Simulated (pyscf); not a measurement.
Elementary routes open to H₂Si=AsH + H₂ in the gas phase (singlet surface):
A. AsH₃ + SiH₂ [singlet] (As–Si, H–H broken; As–H, As–H formed)
B. H₃Si–AsH₂ (H–H broken; As–H, H–Si formed)

Structures and frequencies: ωB97X-D3(BJ)/def2-SVP in PySCF.

**Question.** Rank the routes by free-energy barrier at 900 K, lowest first, for ωB97M-D3(BJ)/def2-TZVP energies (ideal gas, 1 atm, RRHO with modes under 100 cm⁻¹ raised to 100, one conformer, R ln 2 for chiral ones without a mode under 150 cm⁻¹).

**Answer.** B (226.2 kJ/mol), A (282.6 kJ/mol)

Route B is the fastest of these, ahead of the next by 56.4 kJ/mol. The most stable products are those of B (ΔG = -35.1 kJ/mol), so kinetics and thermodynamics agree. At 298 K B is still the fastest. A: On the product side the descent ends in an adduct with a As–Si contact, 47.8 kJ/mol under the separated species and 109.4 kJ/mol under the saddle at ωB97X-D3(BJ)/def2-TZVP. Only these routes are compared; each barrier is that of the saddle found, and lower ones may exist. Elements up to Kr have no core potential and no relativistic terms here.
